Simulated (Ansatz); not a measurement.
# BNSi: the cost of one run

Computed with Ansatz 0.2.0, Gaussian basis. Level: def2-QZVPP, core rule «outside noble gas», up to 7 orbitals frozen.

To be run: UHF; ROHF; CCSD(T) on UHF.

2 further runs of the same task are left out: 2 set aside as unsound or not needed.

### 1 What is computed

The geometry is a PBE0/def2-TZVP stationary point (not a proven minimum) of the parent state, kept for this charge and spin.

3 atoms, charge 0, spin multiplicity 5.

Atoms are counted from 1 here; the program's logs count them from 0.

Bond lengths: B1–N2 1.274 Å, N2–Si3 1.674 Å. Angles: B1–N2–Si3 180.0°.

### 2 UHF

The input, in.yaml:

```yaml
crystal:
  periodic: [false, false, false]
  atoms:
    - {symbol: B, position_ang: [0.000000, 0.000000, -1.407767]}
    - {symbol: N, position_ang: [0.000000, 0.000000, -0.133267]}
    - {symbol: Si, position_ang: [0.000000, 0.000000, 1.541033]}
basis:
  gaussian: {orbitals: "def2-QZVPP.json"}
magnetization: {spin_polarized: true, initial_magnetization: 4}
hamiltonian: {xc: hf}
output: {orbitals: {seedname: orbitals}}
```

The run is started by

```bash
> ansatz run in.yaml --threads 1 --pin off --events-out ev --progress --plain --max-ram 2393MiB
```

**Question.** How long does this run take on 1 thread of Arm Neoverse V1, shared host, and how much memory does it need?

About 8 s, with a peak of 0.32 GiB.
